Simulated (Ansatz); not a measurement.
Input for Ansatz (development build ahead of 0.2.0):

```yaml
crystal:
  periodic: [false, false, false]
  atoms:
    - { symbol: C, position_ang: [1.39698, 1.0e-05, 3.0e-05] }
    - { symbol: C, position_ang: [0.69846, 1.20984, 2.0e-05] }
    - { symbol: C, position_ang: [-0.69854, 1.20984, 1.0e-05] }
    - { symbol: C, position_ang: [-1.39698, 0.0, 1.0e-05] }
    - { symbol: C, position_ang: [-0.69849, -1.20985, -3.0e-05] }
    - { symbol: C, position_ang: [0.6985, -1.20979, 1.0e-05] }
    - { symbol: H, position_ang: [2.48099, -3.0e-05, 1.0e-05] }
    - { symbol: H, position_ang: [1.24049, 2.14863, 4.0e-05] }
    - { symbol: H, position_ang: [-1.24047, 2.14861, 3.0e-05] }
    - { symbol: H, position_ang: [-2.48101, -3.0e-05, -4.0e-05] }
    - { symbol: H, position_ang: [-1.24052, -2.14858, 2.0e-05] }
    - { symbol: H, position_ang: [1.24051, -2.14858, 1.0e-05] }
basis:
  gaussian: { orbitals: cc-pVDZ }
magnetization:
  spin_polarized: true
  initial_magnetization: 2
hamiltonian:
  xc: hf
output:
  forces: true
```

The input is written out in the form of the current development build from the run's settings.

Results

```json
{
 "Converged": "yes",
 "Total energy": "-230.59900 hartree",
 "Spin squared of the determinant": "2.348",
 "Stability test": "minimum"
}
```

Forces (eV/Å):
| atom | Fx | Fy | Fz |
| --- | --- | --- | --- |
| C1 | 2.735 | -4.923 | 0.000 |
| C2 | -2.895 | 4.831 | 0.000 |
| C3 | 0.025 | -0.043 | 0.000 |
| C4 | -2.737 | 4.924 | 0.000 |
| C5 | 2.897 | -4.829 | 0.000 |
| C6 | -0.023 | 0.039 | 0.000 |
| H7 | -0.110 | -0.046 | 0.000 |
| H8 | -0.096 | -0.073 | 0.000 |
| H9 | 0.044 | -0.078 | 0.000 |
| H10 | 0.111 | 0.047 | 0.000 |
| H11 | 0.095 | 0.071 | 0.000 |
| H12 | -0.046 | 0.080 | 0.000 |

Caution: the unrestricted determinant is spin contaminated; the determinant breaks the point group.
